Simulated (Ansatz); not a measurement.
Geometry optimisation, RKS B3LYP-D4/cc-pVDZ (Ansatz).

Input:

```yaml
crystal:
  periodic: [false, false, false]
  atoms:
    - { symbol: Si, position_ang: [-0.5509, -0.076727, -0.360497] }
    - { symbol: H, position_ang: [0.119975, 0.13802, 2.219564] }
    - { symbol: H, position_ang: [0.736502, 0.111423, 0.373577] }
    - { symbol: H, position_ang: [-0.65654, 1.009246, -1.389304] }
    - { symbol: H, position_ang: [-0.486824, -1.391245, -1.076739] }
    - { symbol: P, position_ang: [-2.273896, 0.135753, 1.009529] }
    - { symbol: H, position_ang: [-3.22787, -0.267847, 0.010025] }
    - { symbol: H, position_ang: [-2.154018, -1.177919, 1.572973] }
    - { symbol: H, position_ang: [-0.330829, 0.207197, 2.774173] }
basis:
  gaussian: { orbitals: cc-pVDZ }
hamiltonian:
  xc: b3lyp
  dispersion: d4
relax:
  f_tol: 0.03
  max_steps: 50
```

Launched with:

```bash
$ ansatz run input.yaml --threads 1 --pin off --max-ram 2048MiB --backend cpu --events-out ev --progress --plain --runs-dir out
```

**Question.** Where does it end, and by what steps?

**Answer.** The run converged. The force dipped under the threshold on the way, but the program's further checks kept it going. After 16 steps the energy has fallen by 0.256 eV; H2 moved furthest, 1.01 Å.

| step | energy less start (eV) | largest force component (eV/Å) | accepted |
| --- | --- | --- | --- |
| 0 | 0.0000 | 1.524 | yes |
| 1 | -0.1738 | 0.224 | yes |
| 2 | -0.2256 | 0.152 | yes |
| 3 | -0.2446 | 0.092 | yes |
| 4 | -0.2486 | 0.111 | yes |
| 5 | -0.2521 | 0.049 | yes |
| 6 | -0.2527 | 0.016 | yes |
| 7 | -0.2531 | 0.042 | yes |
| 8 | -0.2533 | 0.168 | yes |
| 9 | -0.2549 | 0.012 | yes |
| 10 | -0.2551 | 0.045 | yes |
| 11 | -0.2537 | 0.324 | no |
| 12 | -0.2556 | 0.017 | yes |
| 13 | -0.2536 | 0.366 | no |
| 14 | -0.2558 | 0.083 | yes |
| 15 | -0.2548 | 0.237 | no |
| 16 | -0.2564 | 0.015 | yes |

```xyz
9
Properties=species:S:1:pos:R:3
Si -0.607 -0.094 -0.627
H 0.440 0.071 3.173
H 0.684 0.064 0.110
H -0.736 1.010 -1.628
H -0.602 -1.406 -1.346
P -2.321 0.116 0.876
H -3.322 -0.319 -0.058
H -2.136 -1.196 1.426
H -0.224 0.444 3.207
```

Whether the end is a true minimum wasn't checked by a vibrational analysis.

Run time: 30 s on 1 thread of Intel(R) Xeon(R) Platinum 8488C (Sapphire Rapids), on a shared host, peak memory 0.15 GiB.
